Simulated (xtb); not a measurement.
xtb input (GFN2-xTB):

```bash
xtb mol.xyz --gfn 2 --ohess tight --chrg -1 --uhf 0
```
mol.xyz:
```
6

C      0.02484904    -0.03866941     0.93314254
C      0.03028601    -0.00809037     2.15415991
C     -0.03837004    -0.00533149    -0.45830151
H     -0.03036603     1.05709196    -0.89288881
H      0.85892929    -0.53170247    -0.87693662
H     -0.84540045    -0.47738105    -0.87286087
```

Output:

```
           -------------------------------------------------
          |                Calculation Setup                |
           -------------------------------------------------

           -------------------------------------------------
          |                 G F N 2 - x T B                 |
           -------------------------------------------------

        Reference                      10.1021/acs.jctc.8b01176
      * Hamiltonian:
        H0-scaling (s, p, d)           1.850000    2.230000    2.230000
        zeta-weighting                 0.500000
      * Dispersion:
        s8                             2.700000
        a1                             0.520000
        a2                             5.000000
        s9                             5.000000
      * Repulsion:
        kExp                           1.500000    1.000000
        rExp                           1.000000
      * Coulomb:
        alpha                          2.000000
        third order                    shell-resolved
        anisotropic                    true
        a3                             3.000000
        a5                             4.000000
        cn-shift                       1.200000
        cn-exp                         4.000000
        max-rad                        5.000000

          ...................................................
          :                      SETUP                      :
          :.................................................:
          :  # basis functions                  15          :
          :  # atomic orbitals                  15          :
          :  # shells                            9          :
          :  # electrons                        16          :
          :  max. iterations                   250          :
          :  Hamiltonian                  GFN2-xTB          :
          :  restarted?                      false          :
          :  GBSA solvation                  false          :
          :  PC potential                    false          :
          :  electronic temp.          300.0000000     K    :
          :  accuracy                    1.0000000          :
          :  -> integral cutoff          0.2500000E+02      :
          :  -> integral neglect         0.1000000E-07      :
          :  -> SCF convergence          0.1000000E-05 Eh   :
          :  -> wf. convergence          0.1000000E-03 e    :
          :  Broyden damping             0.4000000          :
          :  net charge                         -1          :
          :  unpaired electrons                  0          :
          ...................................................

 iter      E             dE          RMSdq      gap      omega  full diag
   1     -8.0524404 -0.805244E+01  0.789E+00    5.92       0.0  T
   2     -8.0669613 -0.145209E-01  0.628E+00    5.23       1.0  T
   3     -8.1237403 -0.567790E-01  0.333E+00    5.94       1.0  T
   4     -8.1411246 -0.173843E-01  0.810E-01    5.90       1.0  T
   5     -8.1419286 -0.804023E-03  0.189E-01    5.99       1.0  T
   6     -8.1417815  0.147045E-03  0.186E-01    6.00       1.0  T
[...]
           -------------------------------------------------

      molecular mass/u    :       39.0560300
   center of mass at/Å    :        0.0105539      -0.0064182       0.7679482
  moments of inertia/u·Å² :        0.3182515E+01   0.5542201E+02   0.5542208E+02
rotational constants/cm⁻¹ :        0.5296952E+01   0.3041686E+00   0.3041682E+00

 * 4 selected distances

     #   Z          #   Z                                           value/Å
     1   6 C        2   6 C                                       1.2283957 (max)
     3   6 C        4   1 H                                       1.1082332 (min)
     3   6 C        5   1 H                                       1.1082728
     3   6 C        6   1 H                                       1.1082456

 * 2 distinct bonds (by element types)

   Z      Z             #   av. dist./Å        max./Å        min./Å
   1 H    6 C           3     1.1082506     1.1082728     1.1082332
   6 C    6 C           1     1.2283957     1.2283957     1.2283957

           -------------------------------------------------
          |               Frequency Printout                |
           -------------------------------------------------
 projected vibrational frequencies (cm⁻¹)
eigval :       -0.00    -0.00    -0.00     0.00     0.00     0.00
eigval :      347.12   347.15   863.85   981.94   981.99  1379.99
eigval :     1521.12  1521.28  2064.09  2711.04  2711.28  2780.75
 reduced masses (amu)
   1:  3.29   2:  7.97   3:  9.88   4: 11.27   5: 11.31   6: 10.75   7: 10.17   8: 10.17
   9: 10.95  10:  4.16  11:  4.16  12:  2.81  13:  1.68  14:  1.68  15: 11.94  16:  1.89
  17:  1.89  18:  1.19
 IR intensities (km·mol⁻¹)
   1:  3.09   2:  4.51   3: 10.99   4: 33.23   5: 27.40   6: 22.43   7:  0.27   8:  0.26
   9:  2.20  10:  0.24  11:  0.24  12: 67.00  13: 11.35  14: 11.06  15: 11.11  16:275.77
  17:275.82  18:249.73
 Raman intensities (Ä⁴*amu⁻¹)
   1:  0.00   2:  0.00   3:  0.00   4:  0.00   5:  0.00   6:  0.00   7:  0.00   8:  0.00
   9:  0.00  10:  0.00  11:  0.00  12:  0.00  13:  0.00  14:  0.00  15:  0.00  16:  0.00
  17:  0.00  18:  0.00
 output can be read by thermo (or use thermo option).
 writing <g98.out> molden fake output.
 recommended (thermochemical) frequency scaling factor: 1.0
           -------------------------------------------------
          |             Thermodynamic Functions             |
           -------------------------------------------------
Refinement of some symmetry elements was terminated before convergence was reached.
Some symmetry elements may remain unidentified.
Molecule has the following symmetry elements: (C3) 3*(sigma)
It seems to be the C3v point group
Note: The following floating-point exceptions are signalling: IEEE_DENORMAL
normal termination of xtb

c3v symmetry found (for desy threshold:  0.10E+00) used in thermo

          ...................................................
          :                      SETUP                      :
          :.................................................:
          :  # frequencies                          12      :
          :  # imaginary freq.                       0      :
          :  linear?                             false      :
          :  only rotor calc.                    false      :
          :  symmetry                              c3v      :
          :  rotational number                       3      :
          :  scaling factor                  1.0000000      :
          :  rotor cutoff                   50.0000000 cm⁻¹ :
          :  imag. cutoff                  -20.0000000 cm⁻¹ :
          :.................................................:

    mode    ω/cm⁻¹     T·S(HO)/kcal·mol⁻¹    T·S(FR)/kcal·mol⁻¹   T·S(vib)
   ------------------------------------------------------------------------
   ------------------------------------------------------------------------

   temp. (K)  partition function   enthalpy   heat capacity  entropy
                                   cal/mol     cal/K/mol   cal/K/mol   J/K/mol
 298.15  VIB   1.57                  556.843      4.771      2.763
         ROT  0.252E+04              888.752      2.981     18.543
         INT  0.395E+04             1445.595      7.752     21.307
         TR   0.236E+27             1481.254      4.968     36.899
         TOT                        2926.8494    12.7205    58.2054   243.5315

       T/K    H(0)-H(T)+PV         H(T)/Eh          T*S/Eh         G(T)/Eh
   ------------------------------------------------------------------------
    298.15    0.466423E-02    0.461533E-01    0.276553E-01    0.184981E-01
   ------------------------------------------------------------------------

         :::::::::::::::::::::::::::::::::::::::::::::::::::::
         ::                  THERMODYNAMIC                  ::
         :::::::::::::::::::::::::::::::::::::::::::::::::::::
         :: total free energy          -7.952133087399 Eh   ::
         ::.................................................::
         :: total energy               -7.970631149621 Eh   ::
         :: zero point energy           0.041489108354 Eh   ::
         :: G(RRHO) w/o ZPVE           -0.022991046133 Eh   ::
         :: G(RRHO) contrib.            0.018498062221 Eh   ::
         :::::::::::::::::::::::::::::::::::::::::::::::::::::

optimized geometry written to: xtbopt.xyz

           -------------------------------------------------
          | TOTAL ENERGY               -7.970631149621 Eh   |
          | TOTAL ENTHALPY             -7.924477809854 Eh   |
          | TOTAL FREE ENERGY          -7.952133087399 Eh   |
          | GRADIENT NORM               0.000062481670 Eh/α |
          | HOMO-LUMO GAP               6.292398633956 eV   |
           -------------------------------------------------

------------------------------------------------------------------------
------------------------------------------------------------------------
 total:
 SCF:
 ANC optimizer:
 analytical hessian:
```

It need not be the lowest isomer of its formula. Whether it binds its extra electron was not tested at this geometry.
